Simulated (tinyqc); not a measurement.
Ways to converge the cycle: SCF convergence aids in the sto-3g basis, for HF, spin multiplicity 1. Computed by the program tinyqc with PySCF. 

Geometry (angstrom):
```
atom       x       y       z
F     0.0000  0.0000  0.0000
H     0.0000  0.0000  1.1170
```

lowest restricted solution found by these runs and by PySCF = -98.547811 hartree

RHF with one setting changed at a time; a run stops when the energy changes by less than 1e-09 hartree and the error matrix is below 1e-5. The start is random orbitals. Damping d keeps d of the old density; a shift (hartree) raises the virtual levels; DIIS n extrapolates F over n matrices.

Largest element of the error matrix X^T (FDS - SDF) X:
```
iteration    plain  damping 0.3  damping 0.6  shift 0.4   DIIS 3   DIIS 8
1          1.4e+01      1.4e+01      1.4e+01    1.4e+01  1.4e+01  1.4e+01
2          6.1e-01      4.2e+00      8.5e+00    6.2e-01  6.1e-01  6.1e-01
3          5.0e-02      1.2e+00      5.0e+00    2.8e-01  4.9e-02  4.9e-02
4          9.4e-03      3.7e-01      3.0e+00    8.4e-02  7.8e-03  7.8e-03
5          2.0e-03      1.1e-01      1.8e+00    2.4e-02  1.7e-03  1.7e-03
6          1.2e-03      3.3e-02      1.1e+00    6.6e-03  8.8e-04  8.5e-04
8          4.3e-04      3.3e-03      3.9e-01    3.0e-03  4.1e-07  3.6e-07
10         1.6e-04      8.5e-04      1.4e-01    1.6e-03        -        -
14         2.0e-05      2.3e-04      1.8e-02    4.2e-04        -        -
20               -      3.2e-05      8.2e-04    6.0e-05        -        -
30               -            -      1.0e-04          -        -        -
45               -            -      7.5e-06          -        -        -
```

How each run ends:
```
run          iterations  E (hartree)         state
plain                16   -98.547811  lowest found
damping 0.3          24   -98.547811  lowest found
damping 0.6          46   -98.547811  lowest found
shift 0.4            26   -98.547811  lowest found
DIIS 3                8   -98.547811  lowest found
DIIS 8                8   -98.547811  lowest found
```

6 of 6 runs reach the lowest restricted solution found, in 8 to 46 iterations (fastest: DIIS 3, DIIS 8). Plain steps already contract here, so damping only slows them. DIIS 3 and DIIS 8 gain by cancelling the error over several earlier matrices, much as a quasi-Newton step does.
